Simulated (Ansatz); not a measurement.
# AlNH₂ (singlet): the correlation ladder at distance Al1–H3 = 1.251 Å, cc-pVDZ

How much of the correlation energy of AlNH₂ (singlet) does each wave-function method recover here?

Method: cc-pVDZ, core rule «outside noble gas», up to 6 orbitals frozen; program: Ansatz 0.2.0, Gaussian basis.

The runs, in order: UHF; CCSD(T) on RHF; BCCD(T) on RHF; CISD; CCSDT(Q) on RHF; CASSCF and MRCISD+Q, 2 electrons in 2 orbitals; CASSCF and NEVPT2, 2 electrons in 2 orbitals; CASSCF and NEVPT2, 10 electrons in 10 orbitals.

25 further runs of the same task are left out: 2 for a mislabelled method, 14 that didn't finish, 9 set aside as unsound or not needed.

## 1. The system

The geometry derives from a PBE0/def2-TZVP stationary point (not a proven minimum). One bond is set to the value named and the two fragments are kept rigid.

4 atoms, charge 0, spin multiplicity 1.

Atoms are counted from 1 here; the program's logs count them from 0.

Bond lengths: Al1–N2 1.614 Å, Al1–H3 1.251 Å, N2–H4 0.997 Å. Angles: N2–Al1–H3 173.6°, Al1–N2–H4 169.2°.

## 2. UHF

in.yaml reads:

```yaml
crystal:
  periodic: [false, false, false]
  atoms:
    - {symbol: Al, position_ang: [0.000000, -0.015283, 0.741050]}
    - {symbol: N, position_ang: [0.000000, 0.043951, -0.871836]}
    - {symbol: H, position_ang: [0.000000, 0.078899, 1.988500]}
    - {symbol: H, position_ang: [0.000000, -0.107567, -1.857713]}
basis:
  gaussian: {orbitals: cc-pVDZ}
magnetization: {spin_polarized: true, initial_magnetization: 0}
hamiltonian: {xc: hf}
output: {orbitals: {seedname: orbitals}}
```

The run is started by

```console
$ ansatz run in.yaml --threads 1 --pin off --events-out ev --progress --plain --max-ram 2393MiB
```

After this run come: CCSD(T) on RHF; BCCD(T) on RHF; CISD; CCSDT(Q) on RHF; CASSCF and MRCISD+Q, 2 electrons in 2 orbitals; CASSCF and NEVPT2, 2 electrons in 2 orbitals; CASSCF and NEVPT2, 10 electrons in 10 orbitals.

**Question.** What will the summary of the whole plan be? Wanted: RCCSDT(Q) below the RHF energy; RMP2 from RCCSDT(Q); RCCSD from RCCSDT(Q); RCCSD(T) from RCCSDT(Q); NEVPT2 pair from RCCSDT(Q); MRCISD+Q pair from RCCSDT(Q); NEVPT2 valence from RCCSDT(Q); T1 diagnostic; effectively unpaired electrons.

**Answer**, as computed:

| quantity | value |
| --- | --- |
| RCCSDT(Q) below the RHF energy | -7.3331 eV |
| RMP2 from RCCSDT(Q) | +16.00 kcal/mol |
| RCCSD from RCCSDT(Q) | +7.94 kcal/mol |
| RCCSD(T) from RCCSDT(Q) | +1.38 kcal/mol |
| NEVPT2 pair from RCCSDT(Q) | +16.43 kcal/mol |
| MRCISD+Q pair from RCCSDT(Q) | +3.76 kcal/mol |
| NEVPT2 valence from RCCSDT(Q) | +21.02 kcal/mol |
| levels within 1 kcal/mol (43 meV) | RCCSDT |
| T1 diagnostic | 0.030 |
| effectively unpaired electrons | 0.05 |

In words: RCCSD(T) lands +1.38 kcal/mol from the yardstick (0.8 % of the correlation energy). One determinant dominates. Of the multireference levels listed MRCISD+Q pair comes nearest in total energy (+3.76 kcal/mol), which doesn't show that its space is the better one. These misses are within one basis, not against nature.
